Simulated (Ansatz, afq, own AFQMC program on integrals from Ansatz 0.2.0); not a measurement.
## Pt⁺, quartet in def2-TZVPP, levels against CCSDT(Q)

A free Pt cation.

Basis def2-TZVPP with its core potentials. Noble-gas cores (and the filled d shells of Ga–Kr and In–Xe) are frozen. Ansatz 0.2.0 and our own AFQMC program on the same integrals; the CISD trial comes from CCSD amplitudes, and released means the phaseless constraint is let go. Error bars are statistical, one sigma. No spin–orbit coupling. The metal's outer-core s and p shells are frozen, which shifts wave-function levels against functionals.

Determinant: UHF, the one that the program's search chose, which needn't be the lowest solution.

No full CI on the walks' own integrals is used here; CCSDT(Q) serves as the reference and is uncertain by about the last step of the cluster series.

Cautions: no spin-orbit coupling; outer-core shells of the metal frozen; another spin lies lower.

The T1 diagnostic is 0.0074, the weight of the determinant in the CISD state is 0.941 and the ⟨S²⟩ of the determinant is 3.753. The size of the correlated space is 9 electrons in 52 orbitals.

Q: Estimate: order these by the size of their error in total energy against CCSDT(Q), smallest first.
A. CCSD
B. MP2
C. phaseless AFQMC with a CISD trial
D. CCSDT

A: D (0.05 kcal/mol), C (0.20 ± 0.04 kcal/mol), B (1.26 kcal/mol), A (4.43 kcal/mol).

Reference: CCSDT(Q), correlation energy -6.378 eV.
